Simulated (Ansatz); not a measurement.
Reaction (hydrogen abstraction from the Si–H bond): `N#C[SiH3]` + `[SiH3]`• → `N#C[SiH2]`• + SiH₄

Computed with Ansatz on PBE0-D4/def2-TZVP structures; ΔE is electronic, products minus reactants. CCSD(T)/CBS is the MP2 limit (def2-TZVPP, def2-QZVPP) plus CCSD(T) − MP2 in def2-TZVPP, frozen cores. This one scheme is used for every species. DFT in def2-TZVPP. B3LYP here is the variant with VWN-RPA as its local correlation; programs differ in this. HSE06 is defined as in plane-wave codes. No spin–orbit coupling; open shells (•) take unrestricted orbitals.

Task: Is it downhill or uphill in electronic energy at CCSD(T)/CBS, and by how much? (Estimate.)

Result: Ansatz gave: Nearly level: ΔE = +0.01 eV.

Task: What do these levels give: HSE06-D4, B3LYP, BHLYP, CCSD/def2-SVP, SCS-MP2/def2-TZVPP, HF/CBS(def2)? (An estimate is asked.)

Result: The calculation gave: HSE06-D4 -0.04, B3LYP -0.04, BHLYP -0.01, CCSD/def2-SVP 0.00, SCS-MP2/def2-TZVPP 0.17, HF/CBS(def2) 0.01 eV.

Largest T1 diagnostic among the species: 0.027.

From BLYP to BHLYP (50 % exact exchange), in def2-TZVPP and without D4, ΔE moves by +0.05 eV. Leaving LDA and LC-ωPBE aside and taking each functional with its dispersion term where it has one, the values, not all of them listed here, spread over 0.07 eV, from BLYP-D4 to PBE-QIDH.
